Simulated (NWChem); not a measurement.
ethylamine (C₂H₇N); SMILES CCN

```xyz
10

C      0.2571    -1.2343    -0.0367
C     -0.5506     0.0489     0.0217
N      0.3151     1.2090    -0.0768
H     -0.3946    -2.1209    -0.0138
H      0.8637    -1.2647    -0.9543
H      0.9463    -1.3085     0.8212
H     -1.1887     0.0307     0.9329
H     -1.2496     0.0726    -0.8321
H     -0.2323     2.0670    -0.0657
H      0.9301     1.2564     0.7345
```
Atoms are numbered in this order, from 1.

All runs: NWChem. All runs use the structure optimised with PBE0/def2-SVP. Isolated, static molecule.

GIAO at BHandHLYP/pcSseg-1: principal shieldings of C2 are 129.0, 138.6, 165.6 ppm; an isolated tetramethylsilane molecule has σ = 184.0 ppm at the same levels.

Q: Find the isotropic 13C shift, its principal values, the span and the skew.

A: 
1. σ(iso) = one third of the sum = 144.4 ppm.
2. δ = σ(reference) − σ = 39.6 ppm against tetramethylsilane.
3. δ11, δ22, δ33 = 55.0, 45.4, 18.4 ppm.
4. Span Ω = δ11 − δ33 = 36.6 ppm; skew κ = 3(δ22 − δ(iso))/Ω = 0.48.
